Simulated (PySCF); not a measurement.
Compound: N,N-dimethylformamide, C3H7NO.
Numbering: `[CH3:1][N:2]([CH3:3])[CH:4]=[O:5]` (hydrogens: H6, H7, H8 on C1; H9, H10, H11 on C3; H12 on C4)

Computed geometry: GFN2-xTB, gas phase.

**Question.** What internal coordinates does the optimisation give?

**Answer.** 
| bond | length (pm) | order |
| --- | --- | --- |
| C1–N2 | 143.7 | single |
| N2–C3 | 144.3 | single |
| N2–C4 | 134.3 | single |
| C4=O5 | 120.8 | double |
| C1–H6, C1–H7, C1–H8 | 109.2 | single |
| C3–H9, C3–H10, C3–H11 | 109.1 | single |
| C4–H12 | 110.7 | single |

Bonds in one row agree within 1 pm and their mean is given. Orders are formal, as drawn. A selection of angles:
| angle | degrees |
| --- | --- |
| N2–C1–H6 | 110.0 |
| H6–C1–H7 | 108.9 |
| H7–C1–H8 | 108.4 |
| C1–N2–C3 | 116.5 |
| C1–N2–C4 | 123.3 |
| C3–N2–C4 | 120.2 |
| N2–C3–H9 | 107.8 |
| N2–C3–H10 | 110.5 |
| H9–C3–H10 | 109.5 |
| N2–C4–O5 | 125.4 |
| N2–C4–H12 | 112.1 |
| O5–C4–H12 | 122.5 |

Dihedral angles: C1–N2–C4–O5 180° (antiperiplanar).

Of the pairs four or more bonds apart, O5···H9 is among the closest relative to their van der Waals radii: 2.31 Å, 85 % of the sum of Bondi's values. N2 (amide nitrogen) is planar (angles 123.3°, 120.2° and 116.5°, sum 360.0°, 0.00 Å off the plane of its three neighbours). The 5 heavy atoms lie in one plane (0.001 Å rms). The C–N distances run from 1.343 Å (N2–C4, drawn single) to 1.443 Å (N2–C3, drawn single), a spread of 0.100 Å.

Point group: Cs (every atom within 0.08 Å of its image). Not checked by GFN2-xTB frequencies. The numbers are those of one conformer.
